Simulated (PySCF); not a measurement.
As₂⁺, doublet in cc-pVDZ: errors against RCCSDT

Geometry: that of the As2⁺, quartet, kept fixed.

```xyz
2

As    0.0000    0.0000    0.0000
As    0.0000    0.0000    2.4380
```

Basis cc-pVDZ; PySCF 2.14.0. Only valence electrons are correlated (noble-gas cores and the filled d shells of p-block atoms frozen), which leaves 9 electrons in 26 orbitals. R marks a restricted (for open shells ROHF) determinant, U an unrestricted one. No spin–orbit coupling is included, and no scalar relativity.

Full CI isn't at hand for all of this; RCCSDT serves as the reference. It lacks quadruple excitations, which often exceed the step from CCSD(T) to CCSDT. The frozen core follows each run's orbitals, which can shift R against U totals by a few meV for light atoms and by up to 0.1 eV past Ca.

The UHF ⟨S²⟩ is 1.669. The ⟨S²⟩ of the determinant under UCCSD is 0.755. The T1 diagnostic (ROHF- or RHF-based CCSD) is 0.0209 and the largest doubles amplitude (ROHF- or RHF-based CCSD) is 0.224.

```tsv
level	E − E(RCCSDT) (meV)	share of correlation (%)	wall time
RHF	6241	0.00	–
RMP2	876	85.97	–
RCCSD	407	93.48	–
RCCSD(T)	24	99.62	1.8 s
```

The correlation energy at RCCSDT, counted from RHF, is -6.241 eV. That run took 36 s on 1 thread of Arm Neoverse V1, shared host.

Run but not shown, since their state, orbitals or frozen core can't be matched to the reference's or they repeat it: UHF, UMP2, UCCSD, UCCSD(T).

Times are those of the correlated step on a shared host, with one SCF added for the restricted CCSD run; they ran on 1 thread of Arm Neoverse V1.
